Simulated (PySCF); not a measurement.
**Orbital picture of MgF**

PBE0 at R = 1.770 Å; Mg pcseg-2, F pcseg-2; no relativity (PySCF 2.14). State: ²Σ⁺ (doublet), unpaired electrons σ ↑. Only the outer orbitals are listed, counted within each symmetry.

```
spin  orbital  occ.  ε (eV)  on Mg (%)   main shells (%)
   α       1π     1  -51.68        100          100 Mg p
   α       1π     1  -51.68        100          100 Mg p
   α       4σ     1  -51.58        100          100 Mg p
   α       5σ     1  -29.60          3            97 F s
   α       6σ     1  -10.33         11            88 F p
   α       2π     1   -9.48          4            96 F p
   α       2π     1   -9.48          4            96 F p
   α       7σ     1   -5.77         97  77 Mg s, 19 Mg p
   α       3π     0   -0.77        101          100 Mg p
   α       3π     0   -0.77        101          100 Mg p
   β       1π     1  -51.57        100          100 Mg p
   β       1π     1  -51.57        100          100 Mg p
   β       4σ     1  -51.43        100          100 Mg p
   β       5σ     1  -29.50          3            97 F s
   β       6σ     1  -10.08         10            88 F p
   β       2π     1   -9.46          3            97 F p
   β       2π     1   -9.46          3            97 F p
   β       7σ     0   -2.67         99   89 Mg s, 9 Mg p
   β       3π     0    0.37        101          100 Mg p
   β       3π     0    0.37        101          100 Mg p
```

Question: Which are the highest filled and the lowest empty level, where do they sit, and how wide is the gap?

Answer: Highest filled α 7σ at -5.77 eV (in %: 77 Mg s, 19 Mg p); lowest empty β 7σ at -2.67 eV (in %: 89 Mg s, 9 Mg p); the gap at PBE0 is 3.10 eV.

- bond order (Mayer): 0.66
- ⟨S²⟩: 0.750
- charge on Mg (Mulliken, basis-dependent): 0.64
- charge on Mg (Löwdin, basis-dependent): 0.54
- dipole moment (positive dipole means Mg(−)F(+)): -3.30 D
- polarisability along the bond: 34.0 bohr³
- polarisability across the bond: 49.2 bohr³

Shares are Mulliken populations and can fall outside 0 to 100 %.

The state is the lowest determinant that a PBE0 search found; another state may lie lower at other levels.
